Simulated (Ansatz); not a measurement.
`C#CNC` + `OC1=NC1` → `COC1=NC1` + `C#CN` at 500 K and 1 bar (substitution at a C–N bond).

Gas-phase electronic energies from Ansatz, PBE0-D4/def2-TZVP geometries. CCSD(T)/CBS adds triple-zeta CCSD(T) − MP2 to the extrapolated MP2 energy (def2 sets, frozen cores). This one scheme is used for every species. One conformer a species, not always the lowest.

```json
{"species": "`C#CNC`", "CCSD(T)/CBS energy (Eh)": "-171.77864", "H − E (kJ/mol)": "227.1", "S (J/(mol·K))": "338.5"}
{"species": "`OC1=NC1`", "CCSD(T)/CBS energy (Eh)": "-207.69976", "H − E (kJ/mol)": "161.8", "S (J/(mol·K))": "306.2"}
{"species": "`COC1=NC1`", "CCSD(T)/CBS energy (Eh)": "-246.94586", "H − E (kJ/mol)": "245.0", "S (J/(mol·K))": "357.4"}
{"species": "`C#CN`", "CCSD(T)/CBS energy (Eh)": "-132.52893", "H − E (kJ/mol)": "143.8", "S (J/(mol·K))": "289.2"}
```

H − E and S are ideal-gas, rigid-rotor, harmonic terms from PBE0-D4/def2-TZVP, for one conformer and one mirror image of each species. 1 Eh = 2625.50 kJ/mol, R = 8.31446 J/(mol·K).

Problem. By hand: ΔE, ΔH, ΔS and ΔG.

Solution. ΔE = (-246.94586) + (-132.52893) − (-171.77864) − (-207.69976) = 0.00361 Eh = 9.5 kJ/mol. Δ(H − E) = 245.0 + 143.8 − 227.1 − 161.8 = -0.1, so ΔH = 9.4 kJ/mol. ΔS = 357.4 + 289.2 − 338.5 − 306.2 = 1.9 J/(mol·K). ΔG = 9.4 − 500 × (1.9)/1000 = 8.5 kJ/mol.

Problem. By hand: the equilibrium constant, and the temperature at which ΔG would vanish if ΔH and ΔS stayed fixed.

Solution. log₁₀ K = −ΔG/(RT ln 10) = -0.9. ΔG = 0 at ΔH/ΔS = 4947 K, far beyond where these terms or the molecules hold.

The number of gas molecules stays the same, so ΔS is small and ΔH decides. A doubt of 5 kJ/mol in ΔE shifts log₁₀ K by 0.5 here. Other conformers and mirror images would add mixing entropy, several J/(mol·K) or more a flexible species. These are equilibria of isolated gas molecules and say nothing of rates. Largest T1 diagnostic: 0.013 (customary marks: 0.02 for closed shells, 0.045 for open ones).
